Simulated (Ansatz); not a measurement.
```yaml
crystal:
  periodic: [false, false, false]
  atoms:
    - {symbol: Al, position_ang: [-2.682889, 0.052993, -0.000401]}
    - {symbol: C, position_ang: [-0.867568, 0.579543, 0.003512]}
    - {symbol: Ga, position_ang: [1.156647, -0.141632, -0.000596]}
    - {symbol: H, position_ang: [2.146625, 1.472745, 0.010131]}
basis:
  gaussian: {orbitals: def2-TZVP}
magnetization: {spin_polarized: true, initial_magnetization: 3}
hamiltonian: {xc: pbe0}
relax: {f_tol: 0.004, max_steps: 80}
```

```sh
$ ansatz run in.yaml --threads 1 --pin off --events-out ev --progress --plain --max-ram 2176MiB
```

Steps of the relaxation (energy above the last step; positions in Å, forces in eV/Å):

```
4
step 1, 455.4 meV
Al   -2.683    0.053    0.000   -0.542   -0.141   -0.001
C    -0.868    0.580    0.004    1.501   -0.407   -0.002
Ga    1.157   -0.142   -0.001   -0.283    2.041    0.013
H     2.147    1.473    0.010   -0.677   -1.494   -0.010
```

```
4
step 2, 58.7 meV
Al   -2.672    0.034   -0.001   -0.335   -0.070   -0.001
C    -0.839    0.565    0.003    0.943   -0.173   -0.001
Ga    1.165    0.052    0.001   -1.019   -0.177   -0.001
H     2.099    1.312    0.009    0.412    0.421    0.003
```

```
4
step 3, 15.2 meV
Al   -2.683    0.034   -0.001   -0.189   -0.017    0.000
C    -0.830    0.539    0.003    0.240   -0.020    0.000
Ga    1.122    0.070    0.001   -0.026    0.052    0.000
H     2.144    1.321    0.009   -0.024   -0.015    0.000
```

```
4
step 6, 3.0 meV
Al   -2.750    0.223    0.001    0.244    0.014    0.000
C    -0.769    0.270    0.002   -0.237   -0.044    0.000
Ga    1.219    0.042    0.001    0.001    0.094    0.001
H     2.053    1.429    0.010   -0.008   -0.064    0.000
```

```
4
step 9, 0.0 meV
Al   -2.738    0.218    0.001   -0.001    0.000    0.000
C    -0.777    0.273    0.002    0.001    0.000    0.000
Ga    1.210    0.050    0.001   -0.001    0.000    0.000
H     2.057    1.422    0.010    0.001    0.000    0.000
```

Close pairs at the end: Ga3–H4 1.613 Å, Al1–C2 1.961 Å, C2–Ga3 2.000 Å.

A stationary point of unrestricted PBE0 after 9 steps, with ⟨S²⟩ = 3.766 against 3.75 for a pure state; no frequencies were run, so it isn't proven a minimum. 83 s on 1 thread of Arm Neoverse V1, shared host.
